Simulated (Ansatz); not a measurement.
**PH₃ (triplet): from Hartree-Fock to the top rungs, aug-cc-pVDZ**

One table from this session's results is given with a row withheld; the runs are named, their logs left out.

Program: Ansatz 0.2.0, Gaussian basis. Level of theory: aug-cc-pVDZ, core rule «outside noble gas», up to 5 orbitals frozen. These are calculated values, not measurements.

The runs, in order: UHF; CCSD(T) on ROHF; CCSD(T) on UHF; BCCD(T) on ROHF; CISD; CCSDT(Q) on ROHF; CCSDT(Q) on UHF; CASSCF and MRCISD+Q, 8 electrons in 7 orbitals; CASSCF and NEVPT2, 8 electrons in 7 orbitals.

21 further runs of the same task are left out: 5 for a known fault of the program, 5 that didn't finish, 11 set aside as unsound or not needed.

### The system

The geometry is a PBE0/def2-TZVPD stationary point (not a proven minimum) of the parent state, kept for this charge and spin.

4 atoms, charge 0, spin multiplicity 3.

Atoms are counted from 1 here; the program's logs count them from 0.

Bond lengths: P1–H2 1.439 Å, P1–H3 1.439 Å, P1–H4 1.439 Å. Angles: H2–P1–H3 93.3°, H2–P1–H4 93.3°, H3–P1–H4 93.3°.

Set-up of the first run:

in.yaml

```yaml
crystal:
  periodic: [false, false, false]
  atoms:
    - {symbol: P, position_ang: [0.001751, 0.002274, -0.069394]}
    - {symbol: H, position_ang: [1.190325, -0.014566, 0.741584]}
    - {symbol: H, position_ang: [-0.630487, 1.018495, 0.729511]}
    - {symbol: H, position_ang: [-0.613631, -1.073821, 0.661360]}
basis:
  gaussian: {orbitals: aug-cc-pVDZ}
magnetization: {spin_polarized: true, initial_magnetization: 2}
hamiltonian: {xc: hf}
output: {orbitals: {seedname: orbitals}}
```

Launch:

```console
$ ansatz run in.yaml --threads 1 --pin off --events-out ev --progress --plain --max-ram 2393MiB
```

Steps of the session up to this table: UHF; CCSD(T) on ROHF; CCSD(T) on UHF; BCCD(T) on ROHF; CISD; CCSDT(Q) on ROHF; CCSDT(Q) on UHF; CASSCF and MRCISD+Q, 8 electrons in 7 orbitals; CASSCF and NEVPT2, 8 electrons in 7 orbitals.

One table of the session follows, with a row left open; its other results are not shown here.

| method | from RCCSDT(Q) (meV) |
| --- | --- |
| ROHF | +4397.7 |
| UHF | +4257.1 |
| RMP2 | +958.3 |
| UMP2 | +969.0 |
| CISD | ? |
| RCCSD | +151.0 |
| UCCSD | +149.0 |
| RCCSD(T) | +35.5 |
| UCCSD(T) | +35.7 |
| BCCD(T) | +36.1 |
| RCCSDT | +4.4 |
| RCCSDT(Q) | 0 |
| CASSCF valence | +3420.4 |
| NEVPT2 valence | +960.6 |
| MRCISD valence | +232.0 |
| MRCISD+Q valence | +26.8 |

Q: Estimate the row for CISD from the others.

**Answer.** from RCCSDT(Q) (meV): +346.1. In the column «from RCCSDT(Q) (meV)» it lies between MRCISD valence (+232.0) and RMP2 (+958.3).

Not comparable, so not listed: CCSDT(Q) on UHF (they don't share determinant, frozen orbitals or solution with the rows shown, or repeat one).

Caveats from the session: Warnings: coupled cluster took another determinant than the lowest. Restricted and unrestricted rows rest on different reference determinants; where their highest levels disagree by more than a few hundredths of an eV, they describe different states and don't form one ladder.
